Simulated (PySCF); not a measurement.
hydrogen chloride (ClH), SMILES Cl.

The structure is a stationary point at B3LYP-D3(BJ)/def2-TZVPD.

All values below come from PySCF with M06-2X/def2-TZVPD.

Isolated molecule, no solvent.

The total energy comes out as -460.79945 hartree and the point group is C∞v. The highest occupied level is -10.90 eV. The lowest empty level is 0.36 eV, the orbital gap comes out as 11.25 eV and the dipole moment is 1.13 D. The quadrupole, principal values (traceless, Buckingham form, about the centre of nuclear charge) comes out as -1.85, -1.85, 3.69 D·Å and the mean static polarisability comes out as 17.5 bohr³ (2.59 Å³). The polarisability, principal values is 17.0, 17.0, 18.5 bohr³.
